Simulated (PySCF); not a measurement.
CH2O, SMILES O=C. Heavy atoms are numbered as in [CH2:1]=[O:2]. Hydrogens are named by the atom that carries them.

Geometry: r2SCAN-D4/def2-TZVPD.

Method: PBE/pcSseg-2 run with PySCF.

GIAO shieldings, no solvent; atoms alike by connectivity are averaged. δ = σ(ref) − σ: ¹³C against TMS (σ = 181.4 ppm); ¹⁷O against H2O (σ = 327.5 ppm); ¹H against TMS (σ = 31.47 ppm), references at their B3LYP-D3(BJ)/def2-TZVP geometries, non-relativistic.

Question: Estimate the chemical shifts. (Estimate from the structure and the level; the computed values follow.)

Answer: 
```json
[
 {"nucleus": "¹³C", "atoms": "C1 (CH2)", "count": "1", "δ (ppm)": "207.5"},
 {"nucleus": "¹⁷O", "atoms": "O2", "count": "1", "δ (ppm)": "775.2"},
 {"nucleus": "¹H", "atoms": "H on C1", "count": "2", "δ (ppm)": "10.60"}
]
```
